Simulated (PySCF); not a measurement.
C5H5N, SMILES c1ccncc1. Geometry: ωB97X-D3(BJ)/def2-SVP.

Computed equilibrium geometry at ωB97X-D3(BJ)/def2-SVP (PySCF confirms it by a frequency run) as bond lengths and angles, and its point group:
point group C2v.
Atoms: C1 C2 C3 N4 C5 C6 H7 H8 H9 H10 H11. Bonded distances (Å): C1–C2 1.395, C1–C6 1.395, C1–H7 1.094, C2–C3 1.397, C2–H8 1.093, C3–N4 1.334, C3–H9 1.097, N4–C5 1.334, C5–C6 1.397, C5–H10 1.097, C6–H11 1.093. Bond angles (°): C2–C1–C6 118.5, C2–C1–H7 120.8, C6–C1–H7 120.8, C1–C2–C3 118.4, C1–C2–H8 121.3, C3–C2–H8 120.3, C2–C3–N4 123.5, C2–C3–H9 120.1, N4–C3–H9 116.4, C3–N4–C5 117.6, N4–C5–C6 123.5, N4–C5–H10 116.4, C6–C5–H10 120.1, C1–C6–C5 118.4, C1–C6–H11 121.3, C5–C6–H11 120.3.
